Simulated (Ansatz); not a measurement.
**C₂H₆OS: up Jacob's ladder to CCSD(T)**

An exercise on one series of results from a longer session: the logs are not shown, and one member is left open.

The runs use Ansatz 0.2.0, Gaussian basis; functionals in def2-TZVPP, the program's frozen cores in correlated methods.

Plan: LDA (SPW92), PBE-D4, revPBE-D4, BLYP-D4, r2SCAN-D4, B97M-V, PBE0-D4, B3LYP-D4, r2SCANh-D4, r2SCAN0-D4, HSE06-D4, BHLYP-D4, CAM-B3LYP-D4, LC-ωPBE, ωB97X-V, ωB97M-V, B2PLYP, PBE-QIDH; CCSD(T)/def2-SVP; CCSD(T)/def2-TZVPP; MP2/def2-QZVPP; extrapolation to the limit; RPA on PBE.

## The geometry

The geometry comes from an earlier relaxation with PBE0-D4 in a triple-zeta def2 set; it is a stationary point, not always the lowest conformer.

SMILES `COCS`, 10 atoms, charge 0, spin multiplicity 1.

Atoms are counted from 1 here; the program's logs count them from 0.

Bond lengths: C1–O2 1.405 Å, C1–H5 1.090 Å, C1–H6 1.099 Å, C1–H7 1.099 Å, O2–C3 1.397 Å, C3–S4 1.792 Å, C3–H8 1.098 Å, C3–H9 1.099 Å, S4–H10 1.342 Å. Angles: O2–C1–H5 107.3°, O2–C1–H6 111.5°, O2–C1–H7 111.6°, H5–C1–H6 109.0°, H5–C1–H7 109.0°, H6–C1–H7 108.4°, C1–O2–C3 111.6°, O2–C3–S4 111.3°, O2–C3–H8 110.9°, O2–C3–H9 111.3°, S4–C3–H8 109.9°, S4–C3–H9 105.3°, H8–C3–H9 107.9°, C3–S4–H10 96.4°.

Set-up of the first run:

Input file in.yaml:

```yaml
crystal:
  periodic: [false, false, false]
  atoms:
    - {symbol: C, position_ang: [-1.057425, 0.917054, 0.463525]}
    - {symbol: O, position_ang: [-0.173563, 0.460350, -0.528639]}
    - {symbol: C, position_ang: [0.740482, -0.464619, -0.018115]}
    - {symbol: S, position_ang: [1.885115, -1.015273, -1.281986]}
    - {symbol: H, position_ang: [-1.740333, 1.620940, -0.011047]}
    - {symbol: H, position_ang: [-0.522532, 1.429711, 1.274740]}
    - {symbol: H, position_ang: [-1.638987, 0.092063, 0.897744]}
    - {symbol: H, position_ang: [0.221484, -1.327523, 0.418541]}
    - {symbol: H, position_ang: [1.368119, -0.015347, 0.764873]}
    - {symbol: H, position_ang: [1.000740, -1.748555, -1.976538]}
basis:
  gaussian: {orbitals: def2-TZVPP}
hamiltonian: {xc: lda}
output: {orbitals: {seedname: orbitals}}
```

Among the steps run: LDA; PBE-D4 (GGA); revPBE-D4 (GGA); BLYP-D4 (GGA); r2SCAN-D4 (meta-GGA); B97M-V (meta-GGA); PBE0-D4 (hybrid); B3LYP-D4 (hybrid); r2SCANh-D4 (hybrid); r2SCAN0-D4 (hybrid); HSE06-D4 (hybrid); BHLYP-D4 (hybrid); CAM-B3LYP-D4 (range-separated); LC-ωPBE-D4 (range-separated; the results give it without D4); ωB97X-V (range-separated); ωB97M-V (range-separated); B2PLYP (double hybrid); PBE-QIDH (double hybrid).

One table of the session follows, with a row left open; its other results are not shown here.

It belongs to the step «Frontier levels by functional». 

| functional | HOMO (eV) | LUMO (eV) | gap (eV) |
| --- | --- | --- | --- |
| LDA (SPW92) | -5.98 | -0.63 | 5.35 |
| PBE-D4 | -5.86 | -0.46 | 5.40 |
| revPBE-D4 | -5.81 | -0.38 | 5.43 |
| BLYP-D4 | ? | ? | ? |
| r2SCAN-D4 | -6.12 | -0.07 | 6.06 |
| B97M-V | -6.23 | -0.25 | 5.97 |
| PBE0-D4 | -7.11 | 0.49 | 7.60 |
| B3LYP-D4 | -6.87 | 0.18 | 7.05 |
| r2SCANh-D4 | -6.59 | 0.28 | 6.87 |
| r2SCAN0-D4 | -7.28 | 0.77 | 8.05 |
| HSE06-D4 | -6.71 | 0.11 | 6.82 |
| BHLYP-D4 | -8.22 | 1.31 | 9.53 |
| CAM-B3LYP-D4 | -8.47 | 1.44 | 9.91 |
| LC-ωPBE | -9.91 | 2.74 | 12.65 |
| ωB97X-V | -9.53 | 2.55 | 12.08 |
| ωB97M-V | -9.37 | 2.24 | 11.60 |

Q: Estimate the row for BLYP-D4 from the others.

Worked estimate for «HOMO (eV)». Against the share of exact exchange, B3LYP-D4 (0.2, -6.87), BHLYP-D4 (0.5, -8.22) give a slope of -4.50 per unit share; at 0 the line stands at -5.97.

**Answer.** HOMO (eV): -5.71; LUMO (eV): -0.41; gap (eV): 5.30. In «HOMO (eV)» the line misses by -0.26.
